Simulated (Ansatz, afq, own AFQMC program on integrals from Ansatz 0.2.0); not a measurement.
# C2H2, singlet: AFQMC among the cluster methods

```xyz
4

C    -0.3363    0.0000    0.5204
C     0.2549    0.0000   -0.5204
H     0.1896    0.0000    1.4461
H     0.7808    0.0000   -1.4461
```

Connectivity, by distances: CH–CH.

Basis cc-pVDZ. Noble-gas cores (and the filled d shells of Ga–Kr and In–Xe) are frozen. AFQMC by an in-house program on the Cholesky factors that Ansatz 0.2.0 writes for its CCSD(T) run. ph-AFQMC/CISD is guided by a CISD state made of CCSD amplitudes; releasing the constraint for a short imaginary time cuts its bias at the price of noise, slowly where states lie close. ± is one standard error of the sampling.

Determinant: RHF, the one that the program's search chose, which needn't be the lowest solution. The geometry is a point of a scan.

No full CI on the walks' own integrals is used here; CCSDT(Q) serves as the reference and is uncertain by about the last step of the cluster series.

Cautions: higher spins were not checked; restricted determinant unstable towards unrestricted (UHF 25 meV lower, ⟨S²⟩ 0.21); raised T1 diagnostic (T1 0.020, weight of the determinant 0.87, largest double 0.12).

```
T1 diagnostic                               : 0.0205
weight of the determinant in the CISD state : 0.874
size of the correlated space                : 10 electrons in 36 orbitals
```

Reference: CCSDT(Q), correlation energy -7.915 eV. The released energy is read at 2.40 1/Eh (meV from the phaseless value at times in 1/Eh: -3 ± 35 at 0.24, 17 ± 19 at 0.51, 1 ± 22 at 0.99, 37 ± 20 at 1.62, -7 ± 20 at 2.40).

```csv
level,E − E(reference) (kJ/mol),share of correlation (%)
HF,763.6,0.00
MP2,84.4,88.95
CCSD,36.1,95.27
CCSD(T),4.2,99.45
CCSDT,3.1,99.60
ph-AFQMC/HF,-7.1 ± 7.9,100.94
ph-AFQMC/CISD,-0.7 ± 2.8,100.10
released AFQMC,-1.4 ± 1.9,100.18
```

A walk keeps the symmetry of its determinant, which the program's search chose and which needn't be the lowest solution, so a lower state of the same spin and another symmetry isn't excluded. Released energies are given only where the last usable release times agree within the noise; a slower fall can still hide under it.
